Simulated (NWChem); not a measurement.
System: B, doublet

Computed with NWChem. Spin-unrestricted. The open p shell is one determinant without spherical averaging. No stability test was run on the SCF state. Total energies compare along this basis series because the functional is fixed.

| level | basis functions | energy (Ha) | highest occupied level (eV) | lowest empty minus highest occupied level, either spin (eV) | <S²> |
|---|---|---|---|---|---|
| B3LYP/pcseg-1 | 14 | -24.6535 | -5.10 | 2.46 | 0.751 |
| B3LYP/aug-pcseg-1 | 23 | -24.6539 | -5.15 | 2.44 | 0.752 |
| B3LYP/pcseg-2 | 30 | -24.6638 | -5.16 | 2.47 | 0.753 |
| B3LYP/STO-3G | 5 | -24.2815 | -1.01 | 3.16 | 0.750 |
| B3LYP/def2-SVP | 14 | -24.6347 | -5.15 | 2.53 | 0.752 |
